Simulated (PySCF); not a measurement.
Structure with atom numbers: `[CH3:1][n:2]1[cH:3][n:4][cH:5][n:6]1`. Each H is labelled by its parent atom.

- shieldings: GIAO PBE/pcSseg-2
- structure optimised with PBE0-D3(BJ)/def2-SVP
- code: PySCF 2.14.0 with density-fitted response routines
- fast rotation and ring inversion assumed for equivalent nuclei, one conformer, gas phase, no relativistic terms

Chemical shifts δ = σref − σ; ¹³C (σ = 179.39 ppm) and ¹H (σ = 31.18 ppm) vs TMS; ¹⁵N (σ = 261.04 ppm) against NH3, all at this level.

```json
{"atoms": "N4", "nucleus": "¹⁵N", "count": "1", "δ (ppm)": "294.0"}
{"atoms": "H(C1)", "nucleus": "¹H", "count": "3", "δ (ppm)": "3.75"}
{"atoms": "H(C5)", "nucleus": "¹H", "count": "1", "δ (ppm)": "?"}
{"atoms": "C1", "nucleus": "¹³C", "count": "1", "δ (ppm)": "37.4"}
{"atoms": "N6", "nucleus": "¹⁵N", "count": "1", "δ (ppm)": "332.0"}
{"atoms": "C3", "nucleus": "¹³C", "count": "1", "δ (ppm)": "146.4"}
{"atoms": "H(C3)", "nucleus": "¹H", "count": "1", "δ (ppm)": "?"}
{"atoms": "N2", "nucleus": "¹⁵N", "count": "1", "δ (ppm)": "?"}
{"atoms": "C5", "nucleus": "¹³C", "count": "1", "δ (ppm)": "158.7"}
```

Q: Estimate the values marked ?.

A: 
- H(C5): 7.79 ppm, hydrogen on an aromatic CH between two ring heteroatoms; aromatic region
- H(C3): 7.64 ppm, hydrogen on an aromatic CH between two ring heteroatoms; aromatic region
- N2: 237.3 ppm, pyrrole-type ring nitrogen

Shifts are as computed, not scaled to solution data. Of 1211 compounds with measured shifts, 218 miss one by over three times the rms of a fit or turn the order of signals round; such compounds aren't used in these exercises. Experimental scales use liquid or dissolved standards, which lie at an offset from isolated NH3 (liquid NH3: subtract about 20 ppm). Unscaled 15N shifts of sp2 nitrogen come out 20 to 40 ppm too high even then.
